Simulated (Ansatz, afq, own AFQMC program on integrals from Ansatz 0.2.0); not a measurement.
## ZrSiH3I2O, doublet: AFQMC among the cluster methods

```xyz
8

Zr   -0.1996    0.5448   -1.6738
I     2.0410    1.1750   -3.0788
I    -2.4519   -0.5331   -2.7500
O    -0.1879    0.8746    0.2014
Si   -0.1771    1.1686    1.8564
H    -1.5579    1.5214    2.2920
H     0.7540    2.2972    2.1393
H     0.2823   -0.0636    2.5573
```

Basis def2-SVP with its core potentials. Noble-gas cores (and the filled d shells of Ga–Kr and In–Xe) are frozen. Ansatz 0.2.0 and our own AFQMC program on the same integrals; the CISD trial comes from CCSD amplitudes, and released means the phaseless constraint is let go. Uncertainties: one standard error, sampling alone. No spin–orbit coupling. The metal's outer-core s and p shells are frozen, which shifts wave-function levels against functionals.

Determinant: UHF, the one that the program's search chose, which needn't be the lowest solution. The geometry is a PBE0/def2-SVP stationary point of this or a neighbouring charge and spin state.

No full CI on the walks' own integrals is used here. The released AFQMC energy serves as the reference, which it does only where one determinant dominates, the energy is flat over the last release times and near the phaseless one (40 meV or 2 meV an electron, half that with transition metals). On small molecules, where full CI could be run and the noise was under 10 meV, such values lay within 10 meV of it in 19 cases of 20, a flattering rate, since the rule was set on those same cases; what remains of the bias isn't in the error bar.

Cautions: no spin-orbit coupling; outer-core shells of the metal frozen; inner d shell frozen; the released value is read at 0.63 1/Eh with a noise of 22 meV, more than in the cases checked, later times being too noisy (meV from the phaseless value at times in 1/Eh: 24 ± 15 at 0.21, 18 ± 19 at 0.42, 8 ± 22 at 0.63, -8 ± 28 at 0.90); released reference can be 30 meV off for metals.

The T1 diagnostic is 0.0211 and the weight of the determinant in the CISD state is 0.760. The ⟨S²⟩ of the determinant is 0.757. The size of the correlated space is 31 electrons in 102 orbitals.

Reference: AFQMC with the constraint released, correlation energy -16.588 ± 0.022 eV.

| level | E − E(reference) (kJ/mol) | share of correlation (%) |
| --- | --- | --- |
| HF | 1600.5 ± 2.1 | 0.00 |
| MP2 | 159.0 ± 2.1 | 90.06 |
| CCSD | 53.7 ± 2.1 | 96.64 |
| CCSD(T) | 6.0 ± 2.1 | 99.63 |
| ph-AFQMC/CISD | -0.8 ± 2.5 | 100.05 |

Released energies are given only where the last usable release times agree within the noise; a slower fall can still hide under it.
